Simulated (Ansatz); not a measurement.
# SiH2S (SMILES [SiH2]=S): single points off equilibrium

A test off equilibrium: a structure displaced at random from a GFN2-xTB minimum is computed at several levels, and each is set against CCSD(T).

Method: single points in def2-TZVPP; program: Ansatz 0.2.0, Gaussian basis.

Correlated methods freeze the cores.

**1. Starting geometry**

SMILES `[SiH2]=S`, 4 atoms, charge 0, spin multiplicity 1.

Atoms are counted from 1 here; the program's logs count them from 0.

Bond lengths: Si1–S2 1.716 Å, Si1–H3 1.568 Å, Si1–H4 1.695 Å. Angles: S2–Si1–H3 142.0°, S2–Si1–H4 119.3°, H3–Si1–H4 98.6°.

Coordinates:

```mol
H2SSi
  3D, bonds by distance, orders not assigned

  4  3  0  0  0  0  0  0  0  0999 V2000
    0.0733   -0.1113    0.1301 Si  0  0
    1.6237   -0.2237    0.8581 S   0  0
   -1.3169   -0.8331    0.0677 H   0  0
   -0.2077    1.0821   -1.0406 H   0  0
  1  2  8  0
  1  3  8  0
  1  4  8  0
M  END
```

**2. CCSD(T)/def2-TZVPP**

File run/in.yaml:

```yaml
crystal:
  periodic: [false, false, false]
  atoms:
    - {symbol: Si, position_ang: [0.073300, -0.111300, 0.130100]}
    - {symbol: S, position_ang: [1.623700, -0.223700, 0.858100]}
    - {symbol: H, position_ang: [-1.316900, -0.833100, 0.067700]}
    - {symbol: H, position_ang: [-0.207700, 1.082100, -1.040600]}
basis:
  gaussian: {orbitals: def2-TZVPP}
correlation: {method: ccsd_t}
output: {forces: true}
```

The command line of these runs was not kept.

**3. PBE0-D4/def2-TZVPP**

run/in.yaml: that of step 2 with these lines changed.

```diff
@@ -9,3 +9,3 @@
   gaussian: {orbitals: def2-TZVPP}
-correlation: {method: ccsd_t}
-output: {forces: true}
+hamiltonian: {xc: pbe0, dispersion: d4}
+output: {forces: true, orbitals: {seedname: orbitals}}
```

**4. wB97M-V/def2-TZVPP**

run/in.yaml: that of step 3 with these lines changed.

```diff
@@ -9,3 +9,3 @@
   gaussian: {orbitals: def2-TZVPP}
-hamiltonian: {xc: pbe0, dispersion: d4}
-output: {forces: true, orbitals: {seedname: orbitals}}
+hamiltonian: {xc: {name: wB97M-V}}
+output: {forces: true}
```

**5. r2SCAN-D4/def2-TZVPP**

run/in.yaml: that of step 4 with these lines changed.

```diff
@@ -9,3 +9,3 @@
   gaussian: {orbitals: def2-TZVPP}
-hamiltonian: {xc: {name: wB97M-V}}
+hamiltonian: {xc: r2scan, dispersion: d4}
 output: {forces: true}
```

**6. PBE-D4/def2-TZVPP**

run/in.yaml: that of step 5 with these lines changed.

```diff
@@ -9,3 +9,3 @@
   gaussian: {orbitals: def2-TZVPP}
-hamiltonian: {xc: r2scan, dispersion: d4}
+hamiltonian: {xc: pbe, dispersion: d4}
 output: {forces: true}
```

**7. LC-wPBE/def2-TZVPP**

run/in.yaml: that of step 6 with these lines changed.

```diff
@@ -9,3 +9,3 @@
   gaussian: {orbitals: def2-TZVPP}
-hamiltonian: {xc: pbe, dispersion: d4}
+hamiltonian: {xc: {name: LC-wPBE}}
 output: {forces: true}
```

**8. B97M-V/def2-TZVPP**

run/in.yaml: that of step 7 with these lines changed.

```diff
@@ -9,3 +9,3 @@
   gaussian: {orbitals: def2-TZVPP}
-hamiltonian: {xc: {name: LC-wPBE}}
+hamiltonian: {xc: {name: B97M-V}}
 output: {forces: true}
```

(Steps that only read results are left out.)

Q: Predict the outcome of this session. Wanted: energy less free atoms, CCSD(T)/def2-TZVPP; RMS force component; RMS force error; HOMO and LUMO, PBE0-D4; T1 diagnostic.

As calculated:

```
                                  quantity                                                                                          value
energy less free atoms, CCSD(T)/def2-TZVPP                                                                                      -9.455 eV
                       RMS force component                                                           5.027 to 5.447 eV/Å over the methods
                           RMS force error  PBE0-D4 0.264, wB97M-V 0.274, r2SCAN-D4 0.210, PBE-D4 0.215, LC-wPBE 0.446, B97M-V 0.371 eV/Å
                    HOMO and LUMO, PBE0-D4                                                                             -7.56 and -2.08 eV
                             T1 diagnostic                                                                                          0.013
```

**Reading.** Against CCSD(T) the functionals' energies less atoms differ by -0.846 to -0.196 eV, PBE-D4 by -0.511 eV. The reference is not at the basis limit: in triple zeta CCSD(T) underbinds, which counts against methods that bind more; the gaps are no ranking. For forces r2SCAN-D4 does best and LC-wPBE worst. Frozen-core CCSD(T) forces in triple zeta carry basis errors of their own, and this is one geometry, so small gaps rank nothing.
